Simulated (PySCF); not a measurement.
benzene (C6H6), SMILES c1ccccc1. Heavy atoms are numbered as in [cH:1]1[cH:2][cH:3][cH:4][cH:5][cH:6]1. Hydrogens are named by the atom that carries them.

The structure is a stationary point at r2SCAN-D4/def2-SVP.

Computed with B3LYP/pcSseg-1 (PySCF).

GIAO shieldings, no solvent; atoms alike by connectivity are averaged. δ = σ(ref) − σ: ¹³C against TMS (σ = 181.3 ppm); ¹H against TMS (σ = 31.68 ppm), references at their B3LYP-D3(BJ)/def2-TZVP geometries, non-relativistic.

```tsv
nucleus	atoms	count	δ (ppm)
¹³C	C1 (CH)	6	137.4
¹H	H on C1	6	7.68
```
